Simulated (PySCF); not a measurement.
# One shape, several levels: C2H6Si (SMILES CC[SiH])

Aim: a comparison of 6 runs (HF/STO-3G, HF/3-21G, HF/def2-SVP, B3LYP/6-31G*, B3LYP/6-311G**, CCSD(T)/6-31G**) of C2H6Si. 

The results are computed with PySCF 2.14.0.

### 1 The structure to begin with

C2H6Si: 9 atoms, total charge 0, spin state singlet. SMILES: `CC[SiH]`. The shape is that of a PBE0-D4/def2-TZVP optimisation. This is one conformer, not always the lowest.

Bond lengths: C1–C2 1.523 Å, C2–Si3 1.891 Å, C1–H4 1.094 Å, C1–H5 1.093 Å, C1–H6 1.092 Å, C2–H7 1.095 Å, C2–H8 1.111 Å, Si3–H9 1.532 Å. Some angles: C1–C2–Si3 121.0°, C1–C2–H7 111.7°, C1–C2–H8 109.8°, Si3–C2–H7 110.3°, Si3–C2–H8 97.9°, C2–C1–H4 112.0°, C2–C1–H5 111.1°, C2–C1–H6 111.0°, C2–Si3–H9 94.7°, H7–C2–H8 104.1°.

### 2 Energy and forces at HF/STO-3G (run 1)

run.py

```python
from pyscf import gto

mol = gto.M(
    atom='''
C     -0.593600     0.495600    -0.562700
C      0.423400    -0.563800    -0.158900
Si     1.475100    -0.358700     1.398700
H     -1.208900     0.173100    -1.407700
H     -0.098000     1.423000    -0.860500
H     -1.258400     0.736300     0.269500
H      1.051000    -0.864800    -1.004300
H     -0.103000    -1.497700     0.133400
H      0.401100     0.410600     2.175300
''',
    basis='sto-3g',
    spin=0,
    verbose=4,
    max_memory=1860,
)

hf = mol.RHF()
hf.conv_tol = 1e-10
hf.kernel()
if not hf.converged:
    hf = hf.newton().run(hf.mo_coeff, hf.mo_occ)

e_tot = hf.e_tot
print('E(%s) = %.9f' % ('HF', e_tot))
grad = hf.nuc_grad_method().kernel()
hf.analyze()
```

Run with:

```
OMP_NUM_THREADS=1 python run.py
```

The log of the run:

```text
PySCF version 2.14.0

[... 78 lines left out ...]
Nuclear Repulsion Energy =              95.800476627203352
[... 2 lines left out ...]
Two-electron Coulomb Energy =          267.893230590155497
[... 4 lines left out ...]
MO #2   energy= -11.0242176608838  occ= 2
[... 2 lines left out ...]
MO #5   energy= -3.91575506083058  occ= 2
[... 2 lines left out ...]
MO #8   energy= -0.962768728840934 occ= 2
[... 2 lines left out ...]
MO #11  energy= -0.552290813602381 occ= 2
[... 2 lines left out ...]
MO #14  energy= -0.440367291756431 occ= 2
[... 2 lines left out ...]
MO #17  energy= 0.228601574566144  occ= 0
[... 2 lines left out ...]
MO #20  energy= 0.653862743550126  occ= 0
[... 2 lines left out ...]
MO #23  energy= 0.761871471484475  occ= 0
MO #24  energy= 0.785408999463072  occ= 0
MO #25  energy= 0.808587471600313  occ= 0
 ** Mulliken pop on meta-lowdin orthogonal AOs  **
 ** Mulliken pop  **
pop of  0 C 1s            1.99978
pop of  0 C 2s            1.01614
pop of  0 C 2px           1.02256
pop of  0 C 2py           1.02397
pop of  0 C 2pz           1.03478
pop of  1 C 1s            1.99978
pop of  1 C 2s            1.07545
pop of  1 C 2px           1.04531
pop of  1 C 2py           1.00252
pop of  1 C 2pz           1.10465
pop of  2 Si 1s           2.00000
pop of  2 Si 2s           1.99990
pop of  2 Si 3s           1.71018
pop of  2 Si 2px          1.99916
pop of  2 Si 2py          1.99924
pop of  2 Si 2pz          1.99911
pop of  2 Si 3px          0.95327
pop of  2 Si 3py          0.25368
pop of  2 Si 3pz          0.65215
pop of  3 H 1s            0.97458
pop of  4 H 1s            0.97805
pop of  5 H 1s            0.97205
pop of  6 H 1s            0.98744
pop of  7 H 1s            0.98918
pop of  8 H 1s            1.20707
 ** Mulliken atomic charges  **
charge of    0C =     -0.09724
charge of    1C =     -0.22772
charge of    2Si =      0.43333
charge of    3H =      0.02542
charge of    4H =      0.02195
charge of    5H =      0.02795
charge of    6H =      0.01256
charge of    7H =      0.01082
charge of    8H =     -0.20707
Dipole moment(X, Y, Z, Debye):  0.25201, -0.13886,  0.09763
```

Wall time 2 s (1 thread of Intel Xeon at 2.70GHz, shared host); peak memory 0.12 GiB.

### 3 Energy and gradient at HF/3-21G (run 2)

job.py

```python
from pyscf import gto, scf

mol = gto.M(
    atom='''
C     -0.593600     0.495600    -0.562700
C      0.423400    -0.563800    -0.158900
Si     1.475100    -0.358700     1.398700
H     -1.208900     0.173100    -1.407700
H     -0.098000     1.423000    -0.860500
H     -1.258400     0.736300     0.269500
H      1.051000    -0.864800    -1.004300
H     -0.103000    -1.497700     0.133400
H      0.401100     0.410600     2.175300
''',
    max_memory=1860,
    spin=0,
    basis='3-21g',
    verbose=4,
)

mf = scf.RHF(mol)
mf.conv_tol = 1e-10
mf.kernel()
if not mf.converged:
    mf = mf.newton().run(mf.mo_coeff, mf.mo_occ)

energy = mf.e_tot
print(f'total energy: {energy:.8f} hartree')
grad = mf.nuc_grad_method().kernel()
mf.analyze()
```

Run with:

```
OMP_NUM_THREADS=1 python job.py
```

The log of the run:

```text
PySCF version 2.14.0

[... 65 lines left out ...]
converged SCF energy = -366.138008946685
[... 16 lines left out ...]
Two-electron Energy =                  232.412435658952859
[... 6 lines left out ...]
MO #3   energy= -11.1611477587688  occ= 2
[... 4 lines left out ...]
MO #8   energy= -1.0289684924035   occ= 2
[... 4 lines left out ...]
MO #13  energy= -0.521758889036652 occ= 2
[... 4 lines left out ...]
MO #18  energy= 0.174362606137567  occ= 0
[... 4 lines left out ...]
MO #23  energy= 0.361915025249935  occ= 0
[... 4 lines left out ...]
MO #28  energy= 0.552834037619435  occ= 0
[... 4 lines left out ...]
MO #33  energy= 1.09564613959846   occ= 0
[... 4 lines left out ...]
MO #38  energy= 1.35133826055332   occ= 0
[... 4 lines left out ...]
MO #43  energy= 2.27959892688708   occ= 0
[... 16 lines left out ...]
pop of  1 C 2pz           1.17956
pop of  1 C 3px           0.00173
pop of  1 C 3py           0.00127
pop of  1 C 3pz           0.00314
pop of  2 Si 1s           2.00000
pop of  2 Si 2s           1.99984
pop of  2 Si 3s           1.60653
pop of  2 Si 4s           0.01212
pop of  2 Si 2px          1.99982
pop of  2 Si 2py          1.99985
pop of  2 Si 2pz          1.99979
pop of  2 Si 3px          1.05497
pop of  2 Si 3py          0.28674
pop of  2 Si 3pz          0.66391
pop of  2 Si 4px          0.00336
pop of  2 Si 4py          0.00239
pop of  2 Si 4pz          0.00896
pop of  3 H 1s            0.90284
pop of  3 H 2s            0.00881
pop of  4 H 1s            0.90924
pop of  4 H 2s            0.00838
pop of  5 H 1s            0.90093
pop of  5 H 2s            0.00874
pop of  6 H 1s            0.89343
pop of  6 H 2s            0.00835
pop of  7 H 1s            0.89703
pop of  7 H 2s            0.00773
pop of  8 H 1s            1.14506
pop of  8 H 2s            0.00185
 ** Mulliken atomic charges  **
charge of    0C =     -0.24906
charge of    1C =     -0.42028
charge of    2Si =      0.36172
charge of    3H =      0.08836
charge of    4H =      0.08239
charge of    5H =      0.09033
charge of    6H =      0.09822
charge of    7H =      0.09523
charge of    8H =     -0.14691
Dipole moment(X, Y, Z, Debye): -0.89692,  0.09586, -0.85775
```

Wall time 2.4 s (1 thread of Intel Xeon at 2.70GHz, shared host); peak memory 0.12 GiB.

Run 3 isn't shown in full; the table further down has it.

### 4 Energy and forces at B3LYP/6-31G(d) (Cartesian functions) (run 4)

run.py

```python
# CC[SiH]
import pyscf.grad
from pyscf import gto, dft

mol = gto.M(
    atom=[
    ('C', (-0.593600, 0.495600, -0.562700)),
    ('C', (0.423400, -0.563800, -0.158900)),
    ('Si', (1.475100, -0.358700, 1.398700)),
    ('H', (-1.208900, 0.173100, -1.407700)),
    ('H', (-0.098000, 1.423000, -0.860500)),
    ('H', (-1.258400, 0.736300, 0.269500)),
    ('H', (1.051000, -0.864800, -1.004300)),
    ('H', (-0.103000, -1.497700, 0.133400)),
    ('H', (0.401100, 0.410600, 2.175300)),
],
    cart=True,
    max_memory=1860,
    basis='6-31g*',
    verbose=3,
)

calc0 = dft.RKS(mol, xc='b3lyp')
calc0.conv_tol = 1e-10
calc0.grids.level = 5
calc0.kernel()
if not calc0.converged:
    calc0 = calc0.newton().run(calc0.mo_coeff, calc0.mo_occ)

etot = calc0.e_tot
print('E = %.10f Eh' % etot)
grad = calc0.Gradients().kernel()
calc0.analyze()
```

Run with:

```
OMP_NUM_THREADS=1 python run.py
```

The log of the run:

```text
converged SCF energy = -369.251368650042
E = -369.2513686500 Eh
--------------- RKS gradients ---------------
         x                y                z
0 C     0.0025737784    -0.0024574207     0.0010507820
1 C    -0.0012509720     0.0040129551     0.0014833467
2 Si    -0.0053335169    -0.0006200781    -0.0054983955
3 H     0.0015253987     0.0005044933     0.0019222462
4 H    -0.0008713169    -0.0021384836     0.0008738259
5 H     0.0016883503    -0.0005685434    -0.0013308161
6 H    -0.0006293897     0.0004288514     0.0019432256
7 H     0.0015986093     0.0014811582     0.0006108774
8 H     0.0007001369    -0.0006423944    -0.0010544443
----------------------------------------------
**** MO energy ****
MO #1   energy= -66.1338481727718  occ= 2
MO #2   energy= -10.1802319604708  occ= 2
MO #3   energy= -10.1775256777379  occ= 2
MO #4   energy= -5.281070852022    occ= 2
MO #5   energy= -3.64523932618877  occ= 2
MO #6   energy= -3.63719557171605  occ= 2
MO #7   energy= -3.6338770741106   occ= 2
MO #8   energy= -0.758225373813922 occ= 2
MO #9   energy= -0.625656196601924 occ= 2
MO #10  energy= -0.480813175581828 occ= 2
MO #11  energy= -0.44258815886076  occ= 2
MO #12  energy= -0.403597048274049 occ= 2
MO #13  energy= -0.376643651230739 occ= 2
MO #14  energy= -0.352873781636354 occ= 2
MO #15  energy= -0.295309338494343 occ= 2
MO #16  energy= -0.218055184819105 occ= 2
MO #17  energy= -0.0940677065918623 occ= 0
MO #18  energy= 0.0401525568242187 occ= 0
MO #19  energy= 0.0890904109652073 occ= 0
MO #20  energy= 0.128502972792226  occ= 0
MO #21  energy= 0.137388512930442  occ= 0
MO #22  energy= 0.147704087957564  occ= 0
MO #23  energy= 0.178300374367073  occ= 0
MO #24  energy= 0.184324994570273  occ= 0
MO #25  energy= 0.205493965858247  occ= 0
MO #26  energy= 0.246603288069534  occ= 0
MO #27  energy= 0.273237781610757  occ= 0
MO #28  energy= 0.295606412971178  occ= 0
MO #29  energy= 0.346356834480298  occ= 0
MO #30  energy= 0.480776562773154  occ= 0
MO #31  energy= 0.511047385925682  occ= 0
MO #32  energy= 0.563257230746592  occ= 0
MO #33  energy= 0.576287222416015  occ= 0
MO #34  energy= 0.593004124219026  occ= 0
MO #35  energy= 0.6399343731762    occ= 0
MO #36  energy= 0.679206404155173  occ= 0
MO #37  energy= 0.705514505102895  occ= 0
MO #38  energy= 0.801040290739804  occ= 0
MO #39  energy= 0.80873511680761   occ= 0
MO #40  energy= 0.835635222165938  occ= 0
MO #41  energy= 0.873390888284761  occ= 0
MO #42  energy= 0.903538835828339  occ= 0
MO #43  energy= 0.948754443777667  occ= 0
MO #44  energy= 0.960736229172634  occ= 0
MO #45  energy= 0.962887431164194  occ= 0
MO #46  energy= 1.08312681552716   occ= 0
MO #47  energy= 1.10578503963025   occ= 0
MO #48  energy= 1.45775516241418   occ= 0
MO #49  energy= 1.55381874794811   occ= 0
MO #50  energy= 1.6268549525919    occ= 0
MO #51  energy= 1.91138414253072   occ= 0
MO #52  energy= 1.9507362544125    occ= 0
MO #53  energy= 1.99672338101161   occ= 0
MO #54  energy= 2.20486503963335   occ= 0
MO #55  energy= 2.27884934092824   occ= 0
MO #56  energy= 2.32321612028052   occ= 0
MO #57  energy= 2.35941328729452   occ= 0
MO #58  energy= 2.59428008378409   occ= 0
MO #59  energy= 2.95125847661153   occ= 0
MO #60  energy= 4.1281282661346    occ= 0
MO #61  energy= 4.36318908632311   occ= 0
 ** Mulliken atomic charges  **
charge of    0C =     -0.28691
charge of    1C =     -0.39666
charge of    2Si =      0.29330
charge of    3H =      0.09712
charge of    4H =      0.09555
charge of    5H =      0.10173
charge of    6H =      0.10366
charge of    7H =      0.11014
charge of    8H =     -0.11793
Dipole moment(X, Y, Z, Debye): -0.91303,  0.02777, -0.92135
```

Run time: 24 s. Hardware: 1 thread of Intel Xeon at 2.70GHz, shared host; peak memory 0.61 GiB.

Run 5 isn't shown in full; the table further down has it.

### 5 A single-point energy at CCSD(T)/6-31G(d,p) (spherical functions) (run 6)

job.py

```python
from pyscf import gto, scf, cc

mol = gto.M(
    atom='''
C     -0.593600     0.495600    -0.562700
C      0.423400    -0.563800    -0.158900
Si     1.475100    -0.358700     1.398700
H     -1.208900     0.173100    -1.407700
H     -0.098000     1.423000    -0.860500
H     -1.258400     0.736300     0.269500
H      1.051000    -0.864800    -1.004300
H     -0.103000    -1.497700     0.133400
H      0.401100     0.410600     2.175300
''',
    basis='6-31g**',
    spin=0,
    max_memory=1860,
    verbose=4,
)

myscf = scf.RHF(mol)
myscf.conv_tol = 1e-10
myscf.kernel()
if not myscf.converged:
    myscf = myscf.newton().run(myscf.mo_coeff, myscf.mo_occ)

mycc = cc.CCSD(myscf, frozen=7)
mycc.kernel()
e_t = mycc.ccsd_t()
e_final = mycc.e_tot + e_t
print('Final energy', e_final)
myscf.analyze()
```

Run with:

```
OMP_NUM_THREADS=1 python job.py
```

The log of the run:

```text
PySCF version 2.14.0

[... 98 lines left out ...]
Nuclear Repulsion Energy =              95.800476627203352
[... 9 lines left out ...]
MO #4   energy= -6.12809029667636  occ= 2
[... 7 lines left out ...]
MO #12  energy= -0.554816117331973 occ= 2
[... 7 lines left out ...]
MO #20  energy= 0.265458231956547  occ= 0
[... 7 lines left out ...]
MO #28  energy= 0.467460714805804  occ= 0
[... 7 lines left out ...]
MO #36  energy= 0.906493677176326  occ= 0
[... 7 lines left out ...]
MO #44  energy= 1.19962575515936   occ= 0
[... 7 lines left out ...]
MO #52  energy= 2.04945100380482   occ= 0
[... 7 lines left out ...]
MO #60  energy= 2.46658348898006   occ= 0
[... 7 lines left out ...]
MO #68  energy= 3.07892641472573   occ= 0
[... 7 lines left out ...]
MO #76  energy= 3.90237821566217   occ= 0
[... 49 lines left out ...]
pop of  3 H 2s            0.00632
pop of  3 H 2px           0.00037
pop of  3 H 2py           0.00010
pop of  3 H 2pz           0.00065
pop of  4 H 1s            0.90982
pop of  4 H 2s            0.00600
pop of  4 H 2px           0.00018
pop of  4 H 2py           0.00084
pop of  4 H 2pz           0.00011
pop of  5 H 1s            0.90114
pop of  5 H 2s            0.00624
pop of  5 H 2px           0.00044
pop of  5 H 2py           0.00008
pop of  5 H 2pz           0.00063
pop of  6 H 1s            0.90065
pop of  6 H 2s            0.00592
pop of  6 H 2px           0.00034
pop of  6 H 2py           0.00012
pop of  6 H 2pz           0.00063
pop of  7 H 1s            0.90219
pop of  7 H 2s            0.00580
pop of  7 H 2px           0.00030
pop of  7 H 2py           0.00071
pop of  7 H 2pz           0.00009
pop of  8 H 1s            1.15022
pop of  8 H 2s            0.00153
pop of  8 H 2px           0.00131
pop of  8 H 2py           0.00063
pop of  8 H 2pz           0.00060
 ** Mulliken atomic charges  **
charge of    0C =     -0.25405
charge of    1C =     -0.40645
charge of    2Si =      0.36945
charge of    3H =      0.08757
charge of    4H =      0.08305
charge of    5H =      0.09147
charge of    6H =      0.09234
charge of    7H =      0.09091
charge of    8H =     -0.15429
Dipole moment(X, Y, Z, Debye): -0.87067,  0.09410, -0.83184
```

Run time: 15 s. Hardware: 1 thread of Intel Xeon at 2.70GHz, shared host; peak memory 0.28 GiB.

### 6 Overview of the runs

```csv
run,level,Cartesian functions,integration grid,energy (Eh),dipole moment (D) of the reference,HOMO energy (eV),LUMO energy (eV),wall time
1,HF/STO-3G,no,–,-363.837704,0.30,-6.04,6.22,2 s
2,HF/3-21G,no,–,-366.138009,1.24,-8.51,0.80,2.4 s
3,HF/def2-SVP,no,–,-367.946102,1.19,-8.60,0.93,4.8 s
4,B3LYP/6-31G* (Cartesian functions),yes,5,-369.251369,1.30,-5.93,-2.56,24 s
5,B3LYP/6-311G**,no,5,-369.300940,1.15,-6.05,-2.68,45 s
6,CCSD(T)/6-31G** (spherical functions),no,–,-368.513682,1.21,-8.55,0.83,15 s
```

### 7 Results

| quantity | value |
| --- | --- |
| run 6: total energy | -368.51368 Eh |
| run 6: dipole moment (Hartree–Fock density) | 1.21 D |
| run 6: HOMO energy (Hartree–Fock orbitals) | -8.55 eV |
| run 6: LUMO energy (Hartree–Fock orbitals) | 0.83 eV |
| run 6: HOMO–LUMO gap (Hartree–Fock orbitals) | 9.38 eV |
| run 6: correlation energy (7 core orbitals frozen) | -429.1 mEh |
| run 6: (T) correction | -11.56 mEh |
| run 6: T1 diagnostic | 0.011 |

In words: Over runs 1, 2, 3, 4, 5 the dipole moment (its size) runs from 0.30 D (HF/STO-3G) to 1.30 D (B3LYP/6-31G*). The two ends differ in method and basis. The two dipoles point in opposite directions. Over runs 1, 2, 3, 4, 5 the HOMO–LUMO gap runs from 3.37 eV (B3LYP/6-311G**) to 12.26 eV (HF/STO-3G). In run 1 the basis is minimal, so the values are rough. All runs together took 93 s, the longest 45 s.
